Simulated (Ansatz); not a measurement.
# CH₂O (singlet): from Hartree-Fock to the top rungs, cc-pVTZ

The task here is to estimate one member of a computed series from the others.

Method: cc-pVTZ, core rule «outside noble gas», up to 2 orbitals frozen; program: Ansatz 0.2.0, Gaussian basis.

Plan: UHF; CCSD(T) on RHF; BCCD(T) on RHF; CCSDT(Q) on RHF; CASSCF and MRCISD+Q, 12 electrons in 10 orbitals; CASSCF and NEVPT2, 12 electrons in 10 orbitals.

6 further runs of the same task are left out: 6 set aside as unsound or not needed.

## What is computed

The geometry is a PBE0/def2-TZVP stationary point (not a proven minimum).

4 atoms, charge 0, spin multiplicity 1.

Atoms are counted from 1 here; the program's logs count them from 0.

Bond lengths: O1–C2 1.195 Å, C2–H3 1.109 Å, C2–H4 1.109 Å. Angles: O1–C2–H3 122.0°, O1–C2–H4 122.0°, H3–C2–H4 115.9°.

The first run:

Contents of in.yaml:

```yaml
crystal:
  periodic: [false, false, false]
  atoms:
    - {symbol: O, position_ang: [0.000000, 0.000000, 0.597913]}
    - {symbol: C, position_ang: [0.000000, 0.000000, -0.597504]}
    - {symbol: H, position_ang: [0.000000, -0.940035, -1.185490]}
    - {symbol: H, position_ang: [0.000000, 0.940035, -1.185490]}
basis:
  gaussian: {orbitals: cc-pVTZ}
magnetization: {spin_polarized: true, initial_magnetization: 0}
hamiltonian: {xc: hf}
output: {orbitals: {seedname: orbitals}}
```

The run is started by

```bash
$ ansatz run in.yaml --threads 1 --pin off --events-out ev --progress --plain --max-ram 4096MiB --backend cpu
```

Among the steps run: UHF; CCSD(T) on RHF; BCCD(T) on RHF; CCSDT(Q) on RHF; CASSCF and MRCISD+Q, 12 electrons in 10 orbitals; CASSCF and NEVPT2, 12 electrons in 10 orbitals.

One of the session's tables, all rows but one given; the rest of the session is left out.

```
          method  from RCCSDT(Q) (kcal/mol)
             RHF                    +265.08
            RMP2                     +17.51
           RCCSD                     +11.02
        RCCSD(T)                      +0.73
         BCCD(T)                      +0.69
          RCCSDT                      +0.62
       RCCSDT(Q)                          0
  CASSCF valence                    +181.73
  NEVPT2 valence                     +29.46
  MRCISD valence                          ?
MRCISD+Q valence                      +1.85
```

Q: Estimate the row for MRCISD valence from the others.

The run gave: from RCCSDT(Q) (kcal/mol): +12.48. In the column «from RCCSDT(Q) (kcal/mol)» it lies between RCCSD (+11.02) and RMP2 (+17.51).

With the free atoms at the same levels and basis (separate runs), the atomisation energy is 15.770 eV at RCCSDT(Q), 15.761 eV at RCCSD(T), 11.139 eV at RHF.
